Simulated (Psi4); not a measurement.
CH6Si, quintet, at a GFN2-xTB geometry of the parent state (a higher spin typed on purpose: for a closed-shell molecule this is an excited state); B3LYP/3-21G (Psi4 1.11).

The Psi4 input:
```
memory 2 GB

molecule {
0 5
  C    -0.01298196    0.00392095   -1.25022897
  Si    0.00669850   -0.00202315    0.64510011
  H    -0.01147190   -1.00712268   -1.64830101
  H    -0.89650587    0.50641306   -1.63436438
  H     0.85673226    0.51618733   -1.65253877
  H     0.00413621    1.37681588    1.13946736
  H    -1.17977102   -0.70041180    1.14524608
  H     1.21099302   -0.68708334    1.12046299
}

set basis 3-21g
set reference uks

energy('b3lyp')
print_variables()
```

Question: Write the output that Psi4 gives for this input, abridged.

Answer: 
```
   => Loading Basis Set <=

    Name: 3-21G
    Role: ORBITAL
    Keyword: BASIS

         ---------------------------------------------------------
                                   SCF
               by Justin Turney, Rob Parrish, Andy Simmonett
                          and Daniel G. A. Smith
                              UKS Reference
         ---------------------------------------------------------

  ==> Geometry <==

    Molecular point group: c1
    Full point group: C1

    Geometry (in Angstrom), charge = 0, multiplicity = 5:

       Center              X                  Y                   Z               Mass
    ------------   -----------------  -----------------  -----------------  -----------------
         C           -0.013321094920     0.004023377723    -1.282889636713    12.000000000000
         SI           0.006359365080    -0.001920722277     0.612439443287    27.976926534650
         H           -0.011811034920    -1.007020252277    -1.680961676713     1.007825032230
         H           -0.896845004920     0.506515487723    -1.667025046713     1.007825032230
         H            0.856393125080     0.516289757723    -1.685199436713     1.007825032230
         H            0.003797075080     1.376918307723     1.106806693287     1.007825032230
         H           -1.180110154920    -0.700309372277     1.112585413287     1.007825032230
         H            1.210653885080    -0.686980912277     1.087802323287     1.007825032230

  Running in c1 symmetry.

  Rotational constants: A =      1.90275  B =      0.35972  C =      0.35972 [cm^-1]
  Rotational constants: A =  57043.07785  B =  10784.20754  C =  10784.20754 [MHz]
  Nuclear repulsion =   62.768125584688484

  Charge       = 0
  Multiplicity = 5
  Electrons    = 26
  Nalpha       = 15
  Nbeta        = 11

  ==> Algorithm <==

  SCF Algorithm Type is DF.
  DIIS enabled.
  MOM disabled.
  Fractional occupation disabled.
  Guess Type is SAD.
  Energy threshold   = 1.00e-06
  Density threshold  = 1.00e-06
  Integral threshold = 1.00e-12

  ==> Primary Basis <==

  Basis Set: 3-21G
    Blend: 3-21G
    Number of shells: 24
    Number of basis functions: 34
    Number of Cartesian functions: 34
    Spherical Harmonics?: false
    Max angular momentum: 1

  ==> DFT Potential <==

   => LibXC <=

    Version 7.1.2
    S. Lehtola, C. Steigemann, M. J. T. Oliveira, and M. A. L. Marques,  SoftwareX 7, 1–5 (2018) (10.1016/j.softx.2017.11.002)

   => Composite Functional: B3LYP <=

    B3LYP Hyb-GGA Exchange-Correlation Functional

    P. J. Stephens, F. J. Devlin, C. F. Chabalowski, and M. J. Frisch,  J. Phys. Chem. 98, 11623 (1994) (10.1021/j100096a001)

    Deriv               =              1
    GGA                 =           TRUE
    Meta                =          FALSE

    Exchange Hybrid     =           TRUE
    MP2 Hybrid          =          FALSE

   => Exchange Functionals <=

    0.0800   Slater exchange
    0.7200         Becke 88

   => Exact (HF) Exchange <=

    0.2000               HF

   => Correlation Functionals <=

    0.1900   Vosko, Wilk & Nusair (VWN5_RPA)
    0.8100   Lee, Yang & Parr

   => LibXC Density Thresholds  <==

    XC_HYB_GGA_XC_B3LYP:  1.00E-15

   => Molecular Quadrature <=

    Radial Scheme          =       TREUTLER
    Pruning Scheme         =           NONE
    Nuclear Scheme         =       TREUTLER

    Blocking Scheme        =         OCTREE
    BS radius alpha        =              1
    Pruning alpha          =              1
    Radial Points          =             75
    Spherical Points       =            302
    Total Points           =         173297
    Total Blocks           =           1361
    Max Points             =            256
    Max Functions          =             34
    Weights Tolerance      =       1.00E-15

   => Loading Basis Set <=

    Name: (3-21G AUX)
    Role: JKFIT
    Keyword: DF_BASIS_SCF

  ==> Integral Setup <==

[...]
   @DF-UKS iter  70:  -328.79744353008857    3.96042e-04   2.22730e-04 DIIS/ADIIS
   @DF-UKS iter  71:  -328.79805765384856   -6.14124e-04   2.17726e-04 DIIS/ADIIS
   @DF-UKS iter  72:  -328.79781139422136    2.46260e-04   1.98458e-04 DIIS/ADIIS
   @DF-UKS iter  73:  -328.79742748672714    3.83907e-04   2.30053e-04 DIIS/ADIIS
   @DF-UKS iter  74:  -328.79734574402846    8.17427e-05   2.07671e-04 DIIS/ADIIS
   @DF-UKS iter  75:  -328.79830873707738   -9.62993e-04   2.28284e-04 DIIS/ADIIS
   @DF-UKS iter  76:  -328.79864410155602   -3.35364e-04   1.72510e-04 DIIS/ADIIS
   @DF-UKS iter  77:  -328.79886227663167   -2.18175e-04   4.30178e-04 DIIS/ADIIS
   @DF-UKS iter  78:  -328.79926773860564   -4.05462e-04   5.04049e-04 DIIS/ADIIS
   @DF-UKS iter  79:  -328.79958114308465   -3.13404e-04   1.27632e-04 DIIS/ADIIS
   @DF-UKS iter  80:  -328.79960561084647   -2.44678e-05   2.20073e-05 DIIS
   @DF-UKS iter  81:  -328.79959561810642    9.99274e-06   7.71201e-05 DIIS
   @DF-UKS iter  82:  -328.79960657526749   -1.09572e-05   7.37028e-06 DIIS
   @DF-UKS iter  83:  -328.79960667792619   -1.02659e-07   7.05818e-06 DIIS
   @DF-UKS iter  84:  -328.79960673931259   -6.13864e-08   3.36864e-06 DIIS
   @DF-UKS iter  85:  -328.79960675684981   -1.75372e-08   5.74916e-07 DIIS
  Energy and wave function converged.

  ==> Post-Iterations <==

   Electrons on quadrature grid:
      Nalpha   =   15.0000317945 ; deviation = 3.179e-05
      Nbeta    =   10.9999991820 ; deviation = -8.180e-07
      Ntotal   =   26.0000309765 ; deviation = 3.098e-05

   @Spin Contamination Metric:   1.305142335E-02
   @S^2 Expected:                6.000000000E+00
   @S^2 Observed:                6.013051423E+00
   @S   Expected:                2.000000000E+00
   @S   Observed:                2.000000000E+00

    Orbital Energies [Eh]
    ---------------------

    Alpha Occupied:

[...]
    Alpha Virtual:

[...]
      34A      1.651121

    Beta Occupied:

[...]
    Beta Virtual:

[...]
    Final Occupation by Irrep:
              A
    DOCC [    11 ]
    SOCC [     4 ]
    NA   [    15 ]
    NB   [    11 ]

  @DF-UKS Final Energy:  -328.79960675684981

   => Energetics <=

    Nuclear Repulsion Energy =             62.7681255846884838
    One-Electron Energy =                -576.3271084527318635
    Two-Electron Energy =                 207.6862596093932041
    DFT Exchange-Correlation Energy =     -22.9268834981996150
    Empirical Dispersion Energy =           0.0000000000000000
    VV10 Nonlocal Energy =                  0.0000000000000000
    Total Energy =                       -328.7996067568497551

  UHF NO Occupations:
  HONO-2 :   13  A 1.0000000
  HONO-1 :   14  A 1.0000000
  HONO-0 :   15  A 1.0000000
  LUNO+0 :   16  A 0.0054678
  LUNO+1 :   17  A 0.0006920
  LUNO+2 :   18  A 0.0001707
  LUNO+3 :   19  A 0.0001057

Computation Completed

Properties will be evaluated at   0.000000,   0.000000,   0.000000 [a0]

Properties computed using the SCF density matrix

 Multipole Moments:

 ------------------------------------------------------------------------------------
     Multipole            Electronic (a.u.)      Nuclear  (a.u.)        Total (a.u.)
 ------------------------------------------------------------------------------------

 L = 1.  Multiply by 2.5417464519 to convert [e a0] to [Debye]
 Dipole X            :         -0.5797067           -0.0166628           -0.5963695
 Dipole Y            :          0.3318850            0.0050327            0.3369177
 Dipole Z            :          0.5354501           -1.6047126           -1.0692625
 Magnitude           :                                                    1.2698395

 ------------------------------------------------------------------------------------

  Variable Map:
  ----------------------------------------------------------------------------
[...]
  Array Variable Map:
  ----------------------------------------------------------------------------
[...]
[...]
```
